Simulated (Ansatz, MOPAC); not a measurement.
**C6H12 (2,3-dimethyl-1-butene): the atomisation enthalpy at 298 K, rung by rung**

C6H12 has 18 atoms, charge 0, and is taken as a singlet. As SMILES, `C=C(C)C(C)C`. Geometry: relaxed at PBE0-D4/def2-TZVP. This is one conformer, not always the lowest.

Each level gives the atomisation enthalpy at 298 K (kJ/mol). The values are calculated. The thermal term (zero-point and 298 K enthalpy, harmonic and unscaled) is that of MNDO; the spin-orbit lowering of the free atoms at 298 K, 0.1 kJ/mol by their spectra, is taken off.

Measured value to compare with: CRC Handbook of Chemistry and Physics gives the atomisation enthalpy at 298 K of the gas as 6980 kJ/mol.

```tsv
level	kind	program	value (kJ/mol)	computed − measured	CPU time (all runs)
HF/6-31G* (spherical functions)	Hartree–Fock	Ansatz	5181	-1799	5.7 s
SVWN5/6-31G* (spherical functions)	LDA	Ansatz	7952	+972	9.3 s
BLYP/6-31G* (spherical functions)	GGA	Ansatz	6872	-108	14 s
PBE/6-31G* (spherical functions)	GGA	Ansatz	7087	+107	14 s
r2SCAN/6-31G* (spherical functions)	meta-GGA	Ansatz	6951	-29	26 s
B3LYP/6-31G* (spherical functions)	global hybrid	Ansatz	6923	-57	15 s
PBE0/6-31G* (spherical functions)	global hybrid	Ansatz	6994	+14	16 s
CCSD(T)/6-31G* (spherical functions)	coupled cluster or CI	Ansatz	6365	-615	88 s
```

Nearest: PBE0/6-31G* (spherical functions) (+14 kJ/mol); farthest: HF/6-31G* (spherical functions) (-1799 kJ/mol). Computed less measured by kind, in kJ/mol (of the ab initio rows, those in 6-31G*): Hartree–Fock -1799; LDA +972; GGA -108 to +107; meta-GGA -29; global hybrid -57 to +14; coupled cluster or CI -615. Wave-function methods converge slowly with the basis and bind too weakly in sets of this size; that is part of their error here. CPU times are rough (shared hosts, several kinds of processor and program).
